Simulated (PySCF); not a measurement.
# [NO2]+ (SMILES O=[N+]=O): FCI/STO-6G

Aim: the energy change on altering one bond length of [NO2]+ at FCI/STO-6G, from 2 runs. 

The calculation is run with PySCF 2.14.0.

7 further runs of the same task are left out: 7 set aside as unsound or not needed.

### 1 Starting point

The species is [NO2]+ (3 atoms), meant as a singlet with charge +1. SMILES: `O=[N+]=O`. Geometry: relaxed at PBE0-D4/def2-TZVP.

Bond lengths: O1–N2 1.110 Å, N2–O3 1.110 Å. Angles: O1–N2–O3 180.0°.

### 2 A single-point energy at FCI/STO-6G

File geometry.xyz:

```xyz
3
NO2
O     -0.572980     0.927020    -0.209580
N     -0.000010    -0.000010     0.000000
O      0.572990    -0.927010     0.209580
```

File calc.py:

```python
from pyscf import gto, scf, mcscf
from pyscf import fci

system = gto.Mole()
system.atom = 'geometry.xyz'
system.basis = 'sto-6g'
system.verbose = 3
system.max_memory = 1860
system.charge = 1
system.build()

calc0 = scf.RHF(system)
calc0.conv_tol = 1e-10
calc0.kernel()
if not calc0.converged:
    calc0 = calc0.newton().run(calc0.mo_coeff, calc0.mo_occ)

cas = mcscf.CASCI(calc0, calc0.mo_coeff.shape[-1] - 3, (system.nelec[0] - 3, system.nelec[1] - 3))  # full CI above the frozen core
cas.fcisolver = fci.direct_spin0.FCI(system)  # even spin states alone
cas.kernel()
print('<S^2> = %.4f' % cas.fcisolver.spin_square(cas.ci, cas.ncas, cas.nelecas)[0])
e_tot = cas.e_tot
print('E = %.10f Eh' % e_tot)
```

Run with:

```bash
OMP_NUM_THREADS=1 python calc.py
```

Output:

```text
converged SCF energy = -202.85105631479
CASCI E = -203.126694096004  E(CI) = -77.4644836516287  S^2 = 0.0000000
<S^2> = 0.0000
E = -203.1266940960 Eh
```

Run time: 1.3 s. Hardware: 1 thread of AMD EPYC 9R45 (Zen 5), shared host; peak memory 0.17 GiB.

### 3 The distorted shape

File job.py:

```python
from pyscf import gto, mcscf
from pyscf import fci

molecule = gto.Mole()
molecule.atom = '''
O     -1.624189     2.627787    -0.594086
N     -0.000019    -0.000019     0.000000
O      1.082794    -1.751795     0.396049
'''
molecule.verbose = 3
molecule.basis = 'sto-6g'
molecule.charge = 1
molecule.spin = 0
molecule.max_memory = 1860
molecule.unit = 'bohr'
molecule.build()

mf = molecule.RHF()
mf.conv_tol = 1e-10
mf.kernel()
if not mf.converged:
    mf = mf.newton().run(mf.mo_coeff, mf.mo_occ)

cas = mcscf.CASCI(mf, mf.mo_coeff.shape[-1] - 3, (molecule.nelec[0] - 3, molecule.nelec[1] - 3))  # full CI above the frozen core
cas.fcisolver = fci.direct_spin0.FCI(molecule)  # even spin states alone
cas.kernel()
print('<S^2> = %.4f' % cas.fcisolver.spin_square(cas.ci, cas.ncas, cas.nelecas)[0])
energy = cas.e_tot
print('Final energy', energy)
```

Run with:

```bash
OMP_NUM_THREADS=1 python job.py
```

Output:

```text
converged SCF energy = -202.808167550853
CASCI E = -203.090959665507  E(CI) = -70.9437926708420  S^2 = 0.0000000
<S^2> = 0.0000
Final energy -203.09095966550652
```

Wall time 1.6 s (1 thread of AMD EPYC 9R45 (Zen 5), shared host); peak memory 0.17 GiB.

### 4 Summary of results

Level: FCI/STO-6G, 3 core orbitals frozen.

| quantity | value |
| --- | --- |
| first shape: total energy | -203.12669 Eh |
| first shape: HOMO energy (Hartree–Fock orbitals) | -24.04 eV |
| first shape: LUMO energy (Hartree–Fock orbitals) | -6.34 eV |
| first shape: HOMO–LUMO gap (Hartree–Fock orbitals) | 17.70 eV |
| first shape: correlation energy (3 core orbitals frozen) | -275.6 mEh |
| distorted shape: total energy | -203.09096 Eh |
| distorted shape: HOMO energy (Hartree–Fock orbitals) | -19.86 eV |
| distorted shape: LUMO energy (Hartree–Fock orbitals) | -7.89 eV |
| distorted shape: HOMO–LUMO gap (Hartree–Fock orbitals) | 11.97 eV |
| distorted shape: correlation energy (3 core orbitals frozen) | -282.8 mEh |
| energy change with the O1–N2 bond stretched from 1.110 to 1.665 Å | 0.972 eV |

With the O1–N2 bond stretched from 1.110 to 1.665 Å the energy rises by 0.97 eV (22.4 kcal/mol). The first shape isn't relaxed at this level, so the change isn't measured from a minimum. The minimal basis adds a large error of its own. Mulliken charges (distorted shape) of the mean-field density run from +0.17 on O1 to +0.53 on N2; they depend strongly on the basis.
